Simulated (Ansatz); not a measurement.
**BFH3N: a dynamics run in two tries**

Aim: a short trajectory for this system. SMILES of the start: NBF.

Method: RKS PBE-D4/def2-SVP, in Ansatz 0.2.0.

### Step 1. Starting point

Bond lengths: B1–H2 1.218 Å, B1–F3 1.348 Å, B1–N4 1.401 Å, N4–H5 1.018 Å, N4–H6 1.021 Å. Angles: H2–B1–F3 119.2°, H2–B1–N4 121.4°, F3–B1–N4 119.4°, B1–N4–H5 122.5°, B1–N4–H6 123.0°, H5–N4–H6 114.5°.

Coordinates:

```xyz
6

B    -0.0668   -0.0149   -0.0333
H     0.0001   -0.4523    1.1014
F     1.0478    0.4665   -0.6191
N    -1.2764   -0.0025   -0.7398
H    -2.1453   -0.3546   -0.3425
H    -1.3612    0.3577   -1.6917
```

### Step 2. First attempt

input.yaml

```yaml
crystal:
  periodic: [false, false, false]
  atoms:
    - { symbol: B, position_ang: [-0.066753, -0.014873, -0.033291] }
    - { symbol: H, position_ang: [0.000123, -0.452296, 1.101369] }
    - { symbol: F, position_ang: [1.047786, 0.466525, -0.619077] }
    - { symbol: "N", position_ang: [-1.276387, -0.002461, -0.739769] }
    - { symbol: H, position_ang: [-2.145346, -0.354552, -0.342546] }
    - { symbol: H, position_ang: [-1.361222, 0.357657, -1.691686] }
basis:
  gaussian: { orbitals: def2-SVP }
hamiltonian:
  xc: pbe
  dispersion: d4
md:
  timestep: 0.5
  n_steps: 25
  ensemble: nvt_langevin
  initial_velocities: maxwell_boltzmann
  seed: 285751
  masses: [{ species: H, mass: 10.0 }]
```

Run with:

```console
> ansatz run input.yaml --threads 1 --pin off --max-ram 2048MiB --backend cpu --events-out ev --progress --plain --runs-dir out
```

What does the calculation give? Wanted: first try.

The runs gave:

| quantity | value |
| --- | --- |
| first try | refused |
| cause | a Langevin thermostat is asked for with no temperature to hold |

The fault in the first input was caught at the input check and cost nothing.
